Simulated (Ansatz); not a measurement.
Reaction (silylene loss): `[SiH3][SiH2]Cl` → `[SiH3]Cl` + `[SiH2]`

Gas-phase electronic energies from Ansatz, PBE0-D4/def2-TZVP geometries. CCSD(T)/CBS adds triple-zeta CCSD(T) − MP2 to the extrapolated MP2 energy (def2 sets, frozen cores). This one scheme is used for every species. Functionals use def2-TZVPP. B3LYP here is the variant with VWN-RPA as its local correlation; programs differ in this.

`[SiH3][SiH2]Cl`:

Z-matrix (Å, degrees):
```
Si
Si 1 2.338
H 1 1.486 2 109.6
H 1 1.488 2 109.6 3 119.9
H 1 1.486 2 109.6 3 -120.2
Cl 2 2.065 1 108.7 3 60.2
H 2 1.485 1 111.8 3 -58.6
H 2 1.485 1 111.9 3 179.0
```

`[SiH3]Cl`:

Z-matrix (Å, degrees):
```
Si
Cl 1 2.054
H 1 1.481 2 108.5
H 1 1.481 2 108.5 3 -120.0
H 1 1.481 2 108.5 3 120.0
```

`[SiH2]`:

```xyz
3

Si   -0.333    0.533   -0.335
H    -0.786   -0.607    0.572
H     1.119    0.075   -0.238
```

**Question.** Is it downhill or uphill in electronic energy at CCSD(T)/CBS, and by how much? (An estimate is asked.)

**Answer.** Computed: Uphill: ΔE = +56.4 kcal/mol.

**Question.** What do these levels give: B3LYP, r2SCAN0, CAM-B3LYP, LC-ωPBE, HF/def2-SVP, HF/def2-QZVPP? (Best estimate.)

**Answer.** Ansatz gave: B3LYP 52.9, r2SCAN0 61.7, CAM-B3LYP 55.0, LC-ωPBE 61.4, HF/def2-SVP 49.1, HF/def2-QZVPP 50.1 kcal/mol.

Largest T1 diagnostic among the species: 0.014.

From BLYP to BHLYP (50 % exact exchange), in def2-TZVPP and without D4, ΔE moves by +4.2 kcal/mol. In def2-TZVPP, CCSD(T) changes the Hartree–Fock value by +4.5 kcal/mol (the triples alone add +1.2 kcal/mol) and MP2 by +7.9 kcal/mol. At CCSD(T), def2-SVP lies −4.4 kcal/mol from the extrapolated value and def2-TZVPP −1.8 kcal/mol.
